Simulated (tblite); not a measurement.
Species: methoxyacetic acid, C3H6O3.
Numbering: `[CH3:1][O:2][CH2:3][C:4](=[O:5])[OH:6]` (hydrogens: H7, H8, H9 on C1; H10, H11 on C3; H12 on O6)

Computed with GFN2-xTB (tblite), gas phase: nudged elastic band of 9 images (0 to 8), spring 0.2 eV/Å², climbing image at the end, force threshold 0.05 eV/Å. No saddle search or frequency run followed, so the top image need not be a first-order saddle, and its height can exceed the method's true barrier by a kcal/mol or more.

Path: rotation about C3–O2 (sp3 carbon bound to oxygen, ether oxygen), followed by the dihedral C4–C3–O2–C1, from -70° to 70°. Start geometry (image 0):
```
atom  x, y, z in Å
C1     -1.749    0.322   -0.403
O2     -0.994   -0.865   -0.277
C3      0.170   -0.731    0.484
C4      1.272    0.088   -0.171
O5      1.206    0.680   -1.210
O6      2.375    0.079    0.591
H7     -2.027    0.713    0.584
H8     -1.203    1.089   -0.957
H9     -2.647    0.048   -0.952
H10    -0.037   -0.279    1.468
H11     0.555   -1.742    0.646
H12     3.081    0.597    0.171
```

The first guess turns that dihedral rigidly in even steps and adds one set of random displacements (0.04 Å standard deviation a coordinate) to every inner image. Energies of the images above image 0 (eV) in the early part of the optimisation:

```csv
iteration,1,2,3,4,5,6,7,8
0,0.781,1.031,1.282,1.383,1.341,1.016,0.761,0.000
10,0.083,0.264,0.421,0.480,0.450,0.276,0.093,0.000
20,0.054,0.185,0.294,0.338,0.297,0.183,0.058,0.000
30,0.033,0.099,0.168,0.195,0.146,0.075,0.024,0.000
40,0.029,0.090,0.160,0.187,0.136,0.066,0.020,0.000
50,0.027,0.088,0.158,0.186,0.134,0.064,0.018,0.000
```

**Question.** Where does the band end, and how far was the first guess from it?

**Answer.** Final energies, images 1 to 8: 0.018, 0.072, 0.152, 0.186, 0.122, 0.047, 0.010, 0.000 eV. The highest point drops from 1.38 eV (image 4) to 0.186 eV (image 4), by 1.20 eV. Image 4 moved by 0.20 Å rms, its dihedral from 2° to 3°. The end images are fixed. The true force on the top image ends at 0.033 eV/Å, and the largest on any image at 0.09 eV/Å; away from the top, the method drives only the force across the path to zero. The last saved iteration is 60.

What follows is the cost of the whole band run. Hardware: one thread of an Arm Neoverse V1, no GPU, on a shared host. Cost: 2.5 s, 0.18 GiB resident at most.
